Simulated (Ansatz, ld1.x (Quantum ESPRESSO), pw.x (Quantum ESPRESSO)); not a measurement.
Ni (fcc): variants of one RRKJ potential in the solid

```json
{"Element": "Ni", "Generator": "ld1.x (Quantum ESPRESSO) 7.5", "Type": "norm-conserving RRKJ (Kleinman–Bylander form)", "Functional": "PBEsol", "Relativity": "scalar-relativistic", "Frozen core": "[Ar]", "Valence charge": "10", "Reference configuration": "3d9 4s1 4p0", "Partial waves": "4p (bound, empty): rc 2.85 bohr; 3d (bound): rc 1.50 bohr; 4s (bound): rc 1.80 bohr", "Local potential": "the s channel", "Core correction": "a·sin(br)/r model core inside 1.05 bohr", "rho0": "0.001"}
```

Crystal test: fcc Ni in pw.x 7.5, no spin, 16³ k-points, Fermi–Dirac smearing 0.01 Ry, cutoffs set for each file from its atomic test. The reference is all-electron LAPW (Ansatz 0.2.0) with the same functional, mesh and smearing; V0 and B0 come from Birch–Murnaghan fits to the pressures at five volumes. Errors are pseudo minus all-electron; Δ is the rms difference of the E(V) curves that follow from these fits, minima aligned, over ±6 % about the mean V0. Mesh and smearing are coarse, so the numbers serve the comparison and aren't converged zero-temperature values; the lattice is a test structure that the element need not adopt. Spin polarisation and strong correlation are left out, which matters for this element.

All-electron: a0 = 3.462 Å (V0 = 10.37 Å³/atom), B0 = 230.4 GPa.

Base: The largest radius (2.85 bohr) exceeds half the bond length (2.32 bohr), so the spheres overlap, which is one possible source of error among others. This is a poor potential for the solid. Atomic configuration tests: 1 of 7 tests not solved or not reliable.

2 further variants are left out: they gave no file fit for a test, a broken result, the same result as the base, or pressures whose basis-set error rivals the error shown.

A dash in a converged row means that the minimum lies outside the volumes sampled.

```csv
change,cutoffs (Ry),pw.x,a0 (Å),a0 error (%),B0 error (%),Δ (meV/atom),mean pressure error (GPa)
base,145/580,converged,–,–,–,–,+14.52
wave 4p (bound): rc 2.85 bohr becomes 4p (bound): rc 3.88 bohr,145/580,converged,–,–,–,–,+14.67
reference 3d8 4s1 4p1,145/580,converged,3.508,+1.33,-2.3,21.1,+9.82
"all radii but the core radius scaled by about 1.11 (s 2.00, p 3.16, d 1.66 bohr)",120/480,converged,–,–,–,–,+14.87
```
